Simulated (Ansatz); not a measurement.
The first iterations of a band of H₈Si₃ (11 atoms, charge 0, multiplicity 1).

The calculation used RKS PBE0-D4/def2-SVP in Ansatz.

```
movable images  : 5
climbing image  : yes
spring          : 5.0 eV/Å²
optimiser       : quadratic models (default)
start path      : straight line
force threshold : 0.03 eV/Å
iteration limit : 60
end points      : relaxed
```

Image 0:

```xyz
11
Properties=species:S:1:pos:R:3
Si 0.572 0.077 -0.144
Si 0.849 -0.062 2.181
H -0.477 -0.297 2.831
H 1.774 -1.176 2.552
H 1.411 1.226 2.695
H 1.893 0.349 -0.795
Si -0.933 1.803 -0.654
H -2.257 1.512 -0.023
H -0.417 3.096 -0.107
H -1.120 1.942 -2.131
H 0.044 -1.222 -0.669
```

Image 6:

```xyz
11
Properties=species:S:1:pos:R:3
Si 0.261 -0.154 -0.025
Si 1.349 0.310 2.001
H 0.339 0.434 3.099
H 2.319 -0.771 2.356
H 2.089 1.606 1.888
H 1.266 -0.309 -1.124
Si -1.205 1.598 -0.559
H -1.942 1.327 -1.834
H -2.199 1.772 0.546
H -0.432 2.871 -0.710
H -0.507 -1.434 0.097
```

| iteration | highest image above the first end (eV) | largest band force component (eV/Å) |
| --- | --- | --- |
| 1 | 13.909 | 26.589 |
| 2 | 3.334 | 8.730 |

Q: Does the band converge within its limit, and where does its top end?

A: The forces met the threshold. It ended after 8 iterations with the highest image 0.040 eV above the first end. Another band between the same ends (5 images) ends at a top of the same energy, where a vibrational analysis finds 1 clearly imaginary mode.

The run took 68 s on 2 threads of Arm Neoverse V2, with other jobs on the host, peak memory 0.19 GiB.
